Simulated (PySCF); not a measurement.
# CH2F (SMILES [CH2]F) at NEVPT2(3,3)/STO-3G

What is the energy change on altering one bond length of CH2F at NEVPT2(3,3)/STO-3G? Input form: a Python script.

The results are computed with PySCF 2.14.0.

11 further runs of the same task are left out: 3 that didn't finish, 8 set aside as unsound or not needed.

**1. The structure to begin with**

CH2F has 4 atoms, charge 0, and is taken as a doublet. SMILES: `[CH2]F`. The coordinates come from a PBE0-D4/def2-TZVP relaxation.

Bond lengths: C1–F2 1.331 Å, C1–H3 1.082 Å, C1–H4 1.082 Å. Angles: F2–C1–H3 115.1°, F2–C1–H4 115.1°, H3–C1–H4 124.6°.

**2. A single-point energy at NEVPT2(3,3)/STO-3G**

File run.py:

```python
import numpy
from pyscf import gto, scf, mp, mcscf, mrpt

system = gto.M(
    atom='''
C     -0.056881    -0.108848    -0.247743
F      1.795240     1.311470     0.688994
H     -1.789382     0.892518    -0.666128
H      0.051023    -2.095139     0.224877
''',
    spin=1,
    max_memory=1860,
    verbose=4,
    charge=0,
    unit='bohr',
    basis='sto-3g',
)

calc0 = scf.ROHF(system)
calc0.conv_tol = 1e-10
calc0.kernel()
if not calc0.converged:
    calc0 = calc0.newton().run(calc0.mo_coeff, calc0.mo_occ)

pt = mp.MP2(scf.addons.convert_to_uhf(calc0)).run()
noons, natorbs = mcscf.addons.make_natural_orbitals(pt)
print('natural occupations', numpy.round(noons[:40], 4))
cas = mcscf.CASSCF(calc0, 3, 3)
cas.fix_spin_(ss=0.75)
cas.natorb = True
cas.kernel(natorbs)
e_pt2 = mrpt.NEVPT(cas).kernel()
e_final = cas.e_tot + e_pt2
print('E = %.10f Eh' % e_final)
```

The run is started by

```bash
OMP_NUM_THREADS=1 python run.py
```

Output:

```text
PySCF version 2.14.0

[INPUT] num. atoms = 4
[INPUT] num. electrons = 17
[INPUT] charge = 0
[INPUT] spin (= nelec alpha-beta = 2S) = 1
[INPUT] symmetry False subgroup None
[INPUT] Mole.unit = bohr
[INPUT] Symbol           X                Y                Z      unit          X                Y                Z       unit  Magmom
[INPUT]  1 C     -0.030100128934  -0.057599881054  -0.131099949765 AA   -0.056881000000  -0.108848000000  -0.247743000000 Bohr   0.0
[INPUT]  2 F      0.950000096132   0.694000036805   0.364599923261 AA    1.795240000000   1.311470000000   0.688994000000 Bohr   0.0
[INPUT]  3 H     -0.946900176030   0.472300185936  -0.352499757156 AA   -1.789382000000   0.892518000000  -0.666128000000 Bohr   0.0
[INPUT]  4 H      0.027000208833  -1.108699812510   0.118999783660 AA    0.051023000000  -2.095139000000   0.224877000000 Bohr   0.0

nuclear repulsion = 32.2861437378789
number of shells = 8
number of NR pGTOs = 36
number of NR cGTOs = 12
basis = sto-3g
ecp = {}

******** <class 'pyscf.scf.rohf.ROHF'> ********
method = ROHF
initial guess = minao
damping factor = 0
level_shift factor = 0
DIIS = <class 'pyscf.scf.diis.CDIIS'>
diis_start_cycle = 1
diis_space = 8
diis_damp = 0
SCF conv_tol = 1e-10
SCF conv_tol_grad = None
SCF max_cycles = 50
direct_scf = True
direct_scf_tol = 1e-13
num. doubly occ = 8  num. singly occ = 1
Set gradient conv threshold to 1e-05
init E= -136.48951267426
  HOMO = 0.018346219878564  LUMO = 0.424377510420867  gap/eV = 11.04867
cycle= 1 E= -136.486720541235  delta_E= 0.00279  |g|= 0.304  |ddm|= 1.68
[... 18 lines left out ...]
converged SCF energy = -136.530303268359
[... 32 lines left out ...]
sorting_mo_energy = False
[... 24 lines left out ...]
1-step CASSCF converged in   5 macro ( 53 JK  14 micro) steps
[... 1 line left out ...]
Natural occ [1.97508271 0.99996279 0.0249545 ]
Natural orbital (expansion on meta-Lowdin AOs) in CAS space
               #1        #2        #3
0 C 1s          -0.00123   0.00027  -0.00427
0 C 2s          -0.29184  -0.17817   0.40766
0 C 2px         -0.40207  -0.33816   0.46200
[... 8 lines of this table left out ...]
3 H 1s           0.05624   0.04850  -0.06422
<CAS-nat-orb|mo-hf>  8      6        0.85294260
<CAS-nat-orb|mo-hf>  9      9        0.99988652
<CAS-nat-orb|mo-hf>  10     10       0.65226061
<CAS-nat-orb|mo-hf>  10     11       0.75790614
CASSCF energy = -136.551787855912
CASCI E = -136.551787855912  E(CI) = -3.46003096805075  S^2 = 0.7500000

******** <class 'pyscf.mrpt.nevpt2.NEVPT'> ********
NEVPT2 (2e+1e, 3o), ncore = 7, nvir = 2
root = 0
Natural occ [1.97508271 0.99996279 0.0249545 ]
Natural orbital (expansion on meta-Lowdin AOs) in CAS space
               #1        #2        #3
0 C 1s          -0.00123   0.00027  -0.00427
0 C 2s          -0.29184  -0.17817   0.40766
0 C 2px         -0.40207  -0.33816   0.46200
[... 8 lines of this table left out ...]
3 H 1s           0.05624   0.04850  -0.06422
<CAS-nat-orb|mo-hf>  8      6        0.85294260
<CAS-nat-orb|mo-hf>  9      9        0.99988652
<CAS-nat-orb|mo-hf>  10     10       0.65226061
<CAS-nat-orb|mo-hf>  10     11       0.75790614
Sr    (-1)',   E = -0.00008954353448
Si    (+1)',   E = -0.00795885101286
Sijrs (0)  ,   E = -0.01995755377974
Sijr  (+1) ,   E = -0.00277865681073
Srsi  (-1) ,   E = -0.00104956636590
Srs   (-2) ,   E = -0.00012324844838
Sij   (+2) ,   E = -0.00165142151141
Sir   (0)' ,   E = -0.00773397475397
Nevpt2 Energy = -0.041342816217455
E = -136.5931306721 Eh
```

It took 0.93 s on 1 thread of Arm Neoverse V1, shared host; peak memory 0.12 GiB.

**3. The distorted shape at the same level**

File job.py:

```python
import numpy
from pyscf import gto, scf, mp, mcscf, mrpt

mol = gto.M(
    atom='C -0.041518 0.152578 -0.181110; F 0.938582 0.904178 0.314590; H -0.958318 0.682478 -0.402510; H 0.027000 -1.108700 0.119000',
    verbose=3,
    basis='sto-3g',
    max_memory=1860,
    spin=1,
)

mf = mol.ROHF()
mf.conv_tol = 1e-10
mf.kernel()
if not mf.converged:
    mf = mf.newton().run(mf.mo_coeff, mf.mo_occ)

pt = mp.MP2(scf.addons.convert_to_uhf(mf)).run()
noons, natorbs = mcscf.addons.make_natural_orbitals(pt)
print('natural occupations', numpy.round(noons[:40], 4))
cas = mcscf.CASSCF(mf, 3, 3)
cas.fix_spin_(ss=0.75)
cas.natorb = True
cas.kernel(natorbs)
e_pt2 = mrpt.NEVPT(cas).kernel()
e_tot = cas.e_tot + e_pt2
print('E(%s) = %.9f' % ('NEVPT2', e_tot))
```

The run is started by

```bash
OMP_NUM_THREADS=1 python job.py
```

Output:

```text
converged SCF energy = -136.50277327221
E(UMP2) = -136.564857949768  E_corr = -0.0620846775577117
E(SCS-UMP2) = -136.570694887829  E_corr = -0.0679216156186336
natural occupations [2.     2.     1.9994 1.9976 1.9947 1.9911 1.9851 1.9816 1.0044 0.0198
 0.0163 0.01  ]
CASSCF energy = -136.524093170910
CASCI E = -136.524093170910  E(CI) = -3.45388754926046  S^2 = 0.7500000
Sr    (-1)',   E = -0.00009202187768
Si    (+1)',   E = -0.00761051353526
Sijrs (0)  ,   E = -0.02424228373452
Sijr  (+1) ,   E = -0.00331467773255
Srsi  (-1) ,   E = -0.00138938995014
Srs   (-2) ,   E = -0.00012823489348
Sij   (+2) ,   E = -0.00164676977040
Sir   (0)' ,   E = -0.00847093018308
Nevpt2 Energy = -0.046894821677101
E(NEVPT2) = -136.570987993
```

Wall time 1.1 s (1 thread of Arm Neoverse V1, shared host); peak memory 0.12 GiB.

**4. Outcome**

Level: NEVPT2(3,3)/STO-3G.

| quantity | value |
| --- | --- |
| first shape: total energy | -136.59313 Eh |
| first shape: dipole moment (Hartree–Fock density) | 0.91 D |
| distorted shape: total energy | -136.57099 Eh |
| distorted shape: dipole moment (Hartree–Fock density) | 0.89 D |
| energy change with the C1–H4 bond stretched from 1.082 to 1.298 Å | 0.603 eV |

In words: With the C1–H4 bond stretched from 1.082 to 1.298 Å the energy rises by 0.60 eV (58.1 kJ/mol). The first shape isn't relaxed at this level, so the change isn't measured from a minimum. The minimal basis adds a large error of its own. Mulliken charges (first shape) of the mean-field density run from -0.13 on F2 to +0.06 on H3; they depend strongly on the basis.
